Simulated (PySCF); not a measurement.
# Complete the spectrum of C2H2N2

C2H2N2.
InChI=1S/C2H2N2/c3-1-2-4/h1,3H/b3-1-

Computed with TDDFT B3LYP/def2-SVPD, vertical, gas phase, core orbitals frozen in the response (PySCF). Isolated species at its PBE0-D3(BJ)/def2-SVP geometry, gas phase.

Lowest singlets, with some entries withheld (?).

```csv
state,E (eV),f,"main configurations (H = HOMO, L = LUMO)"
S1,4.59,0.0047,H→L (99%)
S2,6.00,0.0002,H-2→L (98%)
S3,6.43,0.116,"H-1→L (75%), H→L+1 (11%)"
S4,7.12,0.0056,H-3→L (99%)
S5,7.36,0.051,H→L+1 (84%)
S6,?,0.0014,H-1→L+1 (93%)
S7,?,0.014,"H→L+2 (73%), H-4→L (18%)"
S8,?,0.158,"H-4→L (57%), H→L+2 (22%), H-1→L (8%)"
S9,?,0.057,H→L+3 (95%)
S10,?,0.0008,H-1→L+2 (91%)
```

(1) Fill in the withheld entries.

(2) Where do the lowest triplets lie (Tamm–Dancoff)?

(3) What is the vertical ionisation energy by ΔSCF at this level?

(4) How far apart are S1 and S3, in eV and cm⁻¹?

Answers

(1) 
- S6: E = 7.49 eV
- S7: E = 8.18 eV
- S8: E = 8.53 eV
- S9: E = 8.78 eV
- S10: E = 8.79 eV

(2) T1 3.72 eV, H→L (98%); T2 4.18 eV, H-1→L (94%); T3 5.62 eV, H-2→L (93%); T4 6.11 eV, H-4→L (71%), H-2→L+1 (11%), H-1→L+4 (9%). E(S1) − E(T1) = +0.87 eV.

(3) 11.56 eV; −ε(HOMO) is 8.84 eV.

(4) 6.431 − 4.594 = 1.837 eV, or about 14820 cm⁻¹.

On one thread, Arm Neoverse V1, on a shared host, this took 15 s wall.
